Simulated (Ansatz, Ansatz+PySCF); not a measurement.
```xyz
9

C     0.0000   -0.4541   -0.1192
C     0.0000   -0.4673    1.2146
C     0.0000    0.7691   -0.9750
H     0.0000   -1.4146   -0.6513
H     0.0000   -1.4047    1.7771
H     0.0000    0.4612    1.7958
H     0.0000    1.6890   -0.3718
H     0.8829    0.7916   -1.6359
H    -0.8829    0.7916   -1.6359
```

RHF on singlet C3H6 was run in several spherical basis sets with Ansatz (development build ahead of 0.2.0).

(1) Rank the basis sets by the total energy that they give, lowest first, with the distance from the lowest.
A. def2-TZVP
B. 6-31G(d)
C. def2-SVP
D. cc-pVDZ
E. cc-pVTZ

## Answers

(1) A (0.00 eV), E (0.04 eV), D (0.95 eV), B (1.28 eV), C (3.46 eV).

Totals follow the description of the cores as much as that of the bonds, so this order isn't one of quality for chemistry.
